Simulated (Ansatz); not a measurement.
# BPH₂ (singlet): the correlation ladder, cc-pVDZ

An exercise on one series of results from a longer session: the logs are not shown, and one member is left open.

Computed with Ansatz 0.2.0, Gaussian basis. Level: cc-pVDZ, core rule «outside noble gas», up to 6 orbitals frozen.

To be run: UHF; CCSD(T) on RHF; CCSD(T) on UHF; BCCD(T) on RHF; CISD; CCSDT(Q) on RHF; CCSDT(Q) on UHF; CASSCF and MRCISD+Q, 10 electrons in 10 orbitals; CASSCF and NEVPT2, 10 electrons in 10 orbitals.

28 further runs of the same task are left out: 3 for a known fault of the program, 13 that didn't finish, 12 set aside as unsound or not needed.

**What is computed**

The geometry is a PBE0/def2-TZVP stationary point (not a proven minimum) of the parent state, kept for this charge and spin.

4 atoms, charge 0, spin multiplicity 1.

Atoms are counted from 1 here; the program's logs count them from 0.

Bond lengths: B1–P2 1.888 Å, B1–H3 1.197 Å, B1–H4 1.197 Å. Angles: P2–B1–H3 120.5°, P2–B1–H4 120.5°, H3–B1–H4 119.0°.

The first run:

Contents of in.yaml:

```yaml
crystal:
  periodic: [false, false, false]
  atoms:
    - {symbol: B, position_ang: [0.000000, 0.000000, 1.306995]}
    - {symbol: P, position_ang: [0.000000, 0.000000, -0.580784]}
    - {symbol: H, position_ang: [0.000000, 1.031797, 1.914372]}
    - {symbol: H, position_ang: [0.000000, -1.031797, 1.914372]}
basis:
  gaussian: {orbitals: cc-pVDZ}
magnetization: {spin_polarized: true, initial_magnetization: 0}
hamiltonian: {xc: hf}
output: {orbitals: {seedname: orbitals}}
```

On the command line:

```console
> ansatz run in.yaml --threads 1 --pin off --events-out ev --progress --plain --max-ram 2393MiB
```

Among the steps run: UHF; CCSD(T) on RHF; CCSD(T) on UHF; BCCD(T) on RHF; CISD; CCSDT(Q) on RHF; CCSDT(Q) on UHF; CASSCF and MRCISD+Q, 10 electrons in 10 orbitals; CASSCF and NEVPT2, 10 electrons in 10 orbitals.

One of the session's tables, all rows but one given; the rest of the session is left out.

It belongs to the step «Misses and costs». 

```
          method  from RCCSDT(Q) (meV)
             RHF               +6248.5
             UHF               +5653.7
            RMP2               +1357.8
            UMP2               +1289.3
            CISD                +782.1
           RCCSD                +270.0
           UCCSD                +185.8
        RCCSD(T)                 +56.4
        UCCSD(T)                     ?
         BCCD(T)                 +56.2
          RCCSDT                 +17.4
          UCCSDT                 -86.4
       RCCSDT(Q)                     0
       UCCSDT(Q)                -120.6
  CASSCF valence               +3879.2
  NEVPT2 valence               +1056.6
  MRCISD valence                +310.2
MRCISD+Q valence                 +56.4
```

**Question.** Estimate the row for UCCSD(T).

**Answer.** from RCCSDT(Q) (meV): +8.2. In the column «from RCCSDT(Q) (meV)» it lies between RCCSDT(Q) (0) and RCCSDT (+17.4).

The program flags UCCSD(T), UCCSDT(Q) as in doubt (see the logs), so those rows may rest on another solution; read them beside their warnings.

Limits of these values: The determinant is far from a pure spin state, so its energy mixes those of several spin states (harmless only where they are near-degenerate, as at dissociation). The program flags UCCSD(T), UCCSDT(Q) as in doubt, so those rows may rest on another solution; read them beside their warnings. Warnings: restricted reference is unstable; spin contamination; large T1 diagnostic. Restricted and unrestricted rows rest on different reference determinants; where their highest levels disagree by more than a few hundredths of an eV, they describe different states and don't form one ladder.
